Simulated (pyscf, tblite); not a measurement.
F–SiH₂–O–SiH₃ + H atom (H•) → F–SiH₂–O–SiH₂• + hydrogen (H₂): energy along the mass-weighted descent from the GFN2-xTB with spin polarisation saddle (tblite), relative to the relaxed reactant side, a complex of the molecules.

(s (amu^1/2 bohr), E (kcal/mol)): (-2.25, 0.2); (-2.06, 0.3); (-1.44, 0.8); (-0.360, 8.6); (0.219, 10.2); (0.484, 9.9); (0.664, 9.8); (0.773, 9.7); (0.856, 9.7); (0.935, 9.6); (1.00, 9.6)

**Question.** The GFN2-xTB with spin polarisation barrier from the reactant side is 10.3 kcal/mol. What does ωB97X-D3(BJ) (PySCF) give from its own reactant-side minimum, in def2-SVP and in def2-TZVP?

**Answer.** 4.8 kcal/mol in the double-zeta basis after reoptimising the saddle, and 5.2 kcal/mol in the triple-zeta single point, so the tight-binding barrier lies 5.1 kcal/mol over the latter. The imaginary mode goes from 816i to 1033i cm⁻¹.
